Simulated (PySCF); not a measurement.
**Orbital picture of LiP**

PBE0 at R = 2.327 Å; Li def2-TZVP, P def2-TZVP; no relativity (PySCF 2.14). State: ³Σ⁻ (triplet), unpaired electrons π ↑↑. Only the outer orbitals are listed, counted within each symmetry.

| spin | orbital | occ. | ε (eV) | on Li (%) | main shells (%) |
| --- | --- | --- | --- | --- | --- |
| α | 4σ | 1 | -55.57 | 100 | 100 Li s |
| α | 5σ | 1 | -14.49 | 2 | 98 P s |
| α | 2π | 1 | -5.73 | 4 | 95 P p |
| α | 2π | 1 | -5.73 | 4 | 95 P p |
| α | 6σ | 1 | -5.37 | 11 | 87 P p, 9 Li s |
| α | 7σ | 0 | -1.47 | 97 | 74 Li s, 22 Li p |
| α | 3π | 0 | 0.41 | 96 | 96 Li p |
| α | 3π | 0 | 0.41 | 96 | 96 Li p |
| β | 4σ | 1 | -55.58 | 100 | 100 Li s |
| β | 5σ | 1 | -12.21 | 4 | 95 P s |
| β | 6σ | 1 | -4.79 | 13 | 84 P p, 11 Li s |
| β | 2π | 0 | -1.72 | 21 | 78 P p, 21 Li p |
| β | 2π | 0 | -1.72 | 21 | 78 P p, 21 Li p |
| β | 7σ | 0 | -1.38 | 96 | 68 Li s, 27 Li p |

Task: Which are the highest filled and the lowest empty level, where do they sit, and how wide is the gap?

Result: Highest filled β 6σ at -4.79 eV (in %: 84 P p, 11 Li s); lowest empty β 2π at -1.72 eV (in %: 78 P p, 21 Li p); the gap at PBE0 is 3.07 eV.

```
bond order (Mayer)                              : 0.69
⟨S²⟩                                            : 2.007
charge on Li (Mulliken, basis-dependent)        : 0.61
charge on Li (Löwdin, basis-dependent)          : 0.34
dipole moment (positive dipole means Li(−)P(+)) : -6.80 D
polarisability along the bond                   : 73.9 bohr³
polarisability across the bond                  : 40.7 bohr³
```

The state was picked by a PBE0 search and need not be the measured ground state.
